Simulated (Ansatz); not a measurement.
**Scan of [H···H···OH], doublet**

Starting geometry:

```yaml
atoms:
  - { symbol: H, position_ang: [-2.0456, 0.0498, 0.0000] }
  - { symbol: H, position_ang: [-1.3006, 0.0498, 0.0000] }
  - { symbol: O, position_ang: [0.1834, 0.0498, 0.0000] }
  - { symbol: H, position_ang: [0.4352, -0.8901, 0.0000] }
```

From there H2 is moved from one fragment to the other while all else, the fragments' distance too, stays fixed, so the hump isn't the reaction's barrier; atoms are numbered as listed. Energies are in kcal/mol, counted from the starting geometry at the same level.

Basis cc-pVTZ; Ansatz 0.2.0. Correlated methods freeze the noble-gas cores. Prefix R: restricted or restricted open-shell reference; prefix U: unrestricted. Active spaces: valence = (9e, 7o) chosen from the atoms' valence shells.

Runs in a small pair space aren't shown, since their orbitals change along the scan.

Full CI isn't at hand for all of this; UCCSDT(Q) serves as the reference, and is uncertain by about the last step of the cluster series. The frozen core follows each run's orbitals, which can shift R against U totals by a few meV.

| distance H1-H2 (Å) | UCCSDT(Q) | error RCCSD | error UCCSD | error RCCSD(T) | error RCCSDT | error MRCISD (valence space) | error MRCISD+Q (valence space) |
| --- | --- | --- | --- | --- | --- | --- | --- |
| 0.745 | 0.0 | 0.0 | 0.0 | 0.0 | 0.0 | 0.0 | 0.0 |
| 0.816 | 0.6 | 0.4 | 0.4 | 0.1 | 0.0 | 0.3 | 0.1 |
| 0.957 | 1.4 | 1.5 | 1.3 | 0.2 | 0.1 | 0.5 | 0.1 |
| 1.098 | -5.5 | 1.7 | 1.6 | 0.0 | 0.2 | 0.2 | 0.0 |
| 1.239 | -13.8 | 1.0 | 1.1 | -0.1 | 0.1 | -0.4 | -0.2 |

Errors are those of relative energies. In total energy the starting point itself misses UCCSDT(Q) by: RCCSD 4.6, UCCSD 4.5, RCCSD(T) 0.5, RCCSDT 0.2, MRCISD (valence space) 8.6, MRCISD+Q (valence space) 1.8 kcal/mol.

Spread of the error over the points with a reference, to 1.239 Å (largest less smallest): RCCSDT 0.2, MRCISD+Q (valence space) 0.3, RCCSD(T) 0.3, MRCISD (valence space) 0.9, UCCSD 1.6, RCCSD 1.7 kcal/mol.
